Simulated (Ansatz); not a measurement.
This Ansatz (a first-principles code) input (CCSD(T)/3-21G) gives -1.14786 Eh with 4 basis functions. A basis named .json is the Basis Set Exchange file of that set (core-valence sets with the plain set on hydrogen).

Ansatz 0.2 input:
```yaml
crystal:
  periodic: [false, false, false]
  atoms:
    - {symbol: H, position_ang: [-0.00000000, -0.00000000, -0.37201156]}
    - {symbol: H, position_ang: [0.00000000, 0.00000000, 0.37201156]}
basis:
  gaussian:
    orbitals: 3-21G.json
magnetization: {spin_polarized: false}
correlation: {method: ccsd_t, electrons: outside_noble_gas}
```

Change:
```diff
- orbitals: 3-21G.json
+ orbitals: aug-cc-pVTZ
```

Q: What does the run give now?

A: -1.17263 Eh (CCSD(T)/aug-cc-pVTZ, 46 functions), a change of -24.77 mEh.
